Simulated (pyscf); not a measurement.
Thermochemistry of product channels of silane (SiH₄) + hydroxyl (OH•) on the doublet surface, in kcal/mol, from ωB97M-D3(BJ)/def2-TZVP energies (ideal gas, 1 atm, RRHO with modes under 100 cm⁻¹ raised to 100, one conformer, R ln 2 for rigid chiral ones). Structures and frequencies: ωB97X-D3(BJ)/def2-SVP in PySCF.

| products | ΔE | ΔH(298 K) | ΔG(600 K) | ΔG(900 K) |
|---|---|---|---|---|
| •O–SiH₃ + hydrogen (H₂) | -15.2 | -17.2 | -17.9 | -18.7 |
| silanol (HO–SiH₃) + H atom (H•) | -29.6 | -30.4 | -29.1 | -29.0 |
| HO–SiH₂• + hydrogen (H₂) | [?] | -40.2 | -42.1 | [?] |
| silyl (SiH₃•) + water (H₂O) | -25.3 | -23.2 | -26.5 | [?] |

Problem. Some entries are withheld; supply them.

Solution. 
- HO–SiH₂• + hydrogen (H₂), ΔE: -40.0
- HO–SiH₂• + hydrogen (H₂), ΔG(900 K): -43.5
- silyl (SiH₃•) + water (H₂O), ΔG(900 K): -28.0

These are energies of the channels, which say nothing of barriers. Left out: orbital degeneracy and the spin-orbit lowering of OH. The orbital near-degeneracy of the XH₃O or XH₃S radical is left out.
